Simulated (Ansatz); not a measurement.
# Predicting a hybrid from its neighbours: C3H8O (methoxyethane)

The species is C3H8O (12 atoms), meant as a singlet with charge 0. As SMILES, `CCOC`. The coordinates come from a PBE0-D4/def2-TZVP relaxation. This is one conformer, not always the lowest.

The vertical energy of the triplet above the singlet y, in eV, basis 6-31G(d); a is the functional's share of exact exchange. Programs: Ansatz 0.2.0.

```
functional  program     a  y (eV)
      BLYP   Ansatz     0    7.60
       PBE   Ansatz     0    7.56
     B3LYP   Ansatz   0.2    8.01
   r2SCAN0   Ansatz  0.25    8.14
      PBE0   Ansatz  0.25       ?
     BHLYP   Ansatz   0.5    8.46
```

Task: Fit y = c + s·a to the known rows and predict PBE0.

Result: 
1. Means of the 5 rows: a = 0.1900, y = 7.954.
2. Σ(Δa)² = 0.172, Σ(Δa·Δy) = 0.3107, so the slope is 0.3107/0.172 = 1.8064.
3. Intercept: 7.954 − (1.8064) × 0.1900 = 7.611. The largest residual of the fit is 0.077.
4. PBE0: 7.611 + (1.8064) × 0.25 = 8.06 eV.

The run gave 8.04 eV, so the prediction is off by +0.02 eV, within the scatter of the fit.
